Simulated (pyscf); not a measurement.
Single points on ωB97X-D3(BJ)/def2-SVP structures (PySCF, gas phase). Correlated levels are frozen-core, on RHF or UHF. ΔMP2 is the change of the MP2 total energy from the triple- to the quadruple-zeta basis.

Question: For HO–AsH₂ + silane (SiH₄) -> AsH₃ + silanol (HO–SiH₃), a four-centre exchange (singlet surface; As–O, H–Si broken, As–H, O–Si formed), PBE/def2-TZVP gives ΔE‡ = 20.6 kcal/mol and ΔE = -25.6 kcal/mol (zero: the separated reactants). In which direction and how far do r²SCAN/def2-TZVP, ωB97M-D3(BJ)/def2-TZVP, CCSD(T)/def2-TZVPP + ΔMP2(QZVPP) move these?

Answer: r²SCAN: ΔE‡ = 21.6 kcal/mol, ΔE = -28.1 kcal/mol; ωB97M-D3(BJ): ΔE‡ = 26.0 kcal/mol, ΔE = -27.6 kcal/mol; CCSD(T): ΔE‡ = 27.4 kcal/mol, ΔE = -28.5 kcal/mol. PBE's barrier lies under all of them, by 1.0 to 6.8 kcal/mol. Its reaction energy lies over all of them, by 2.0 to 2.9 kcal/mol. This is the saddle that the search found; another between the same sides may lie lower. The CCSD(T) − MP2 part came from Ansatz, without density fitting, on the same reference. The frozen core leaves the outer d or s,p core shells of the metals and heavy elements correlated in the MP2 and CC values, and def2-TZVPP describes them poorly, which can shift differences by a few kcal/mol. Elements up to Kr have no core potential and no relativistic terms here.
